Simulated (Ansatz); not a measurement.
A made-up structure of CH$_{3}$OSi, doublet:

```csv
atom,x (Å),y (Å),z (Å)
C1,-0.4892,0.3984,-0.7095
Si2,0.4339,-0.3962,0.6304
O3,0.5494,-1.9008,0.8316
H4,-1.0206,-0.1819,-1.4568
H5,0.9899,-2.7552,0.9614
H6,1.0736,0.6028,1.5218
```

It is relaxed with PBE-D4/def2-SVP and then PBE0-D4/def2-TZVP (Ansatz 0.2.0). Atoms count as bonded within 1.22 times the sum of their covalent radii (H–H: 0.88 Å). The end point is not checked to be a true minimum.

(1) Does its bonding change? (Judge from chemistry; the calculation decides.)

## Answers

(1) By the calculation: No: no bond forms or breaks.

Where it ends: The first stage lowers the energy by 1.01 eV in 17 steps. It ends as CH₃OSi ([CH][SiH][OH]):
```
atom    x (Å)    y (Å)    z (Å)
  C1  -0.5688   0.0747  -0.7572
 Si2   0.3784  -0.5380   0.4547
  O3   0.6102  -2.1283   0.7448
  H4  -1.1948   0.4172  -1.5562
  H5   1.1861  -2.3539   1.4778
  H6   1.1259   0.2956   1.4150
```

Labels in which every atom is bracketed show which atoms are joined, not bond orders.

For scale, one of the runs: PBE0-D4/def2-TZVP relaxation, 117 basis functions, launched by `ansatz run in.yaml --threads 2 --pin off --events-out ev --progress --plain --max-ram 4352MiB`. Hardware: 2 CPU threads of an Arm Neoverse V1, shared host. Wall time about 29 s.
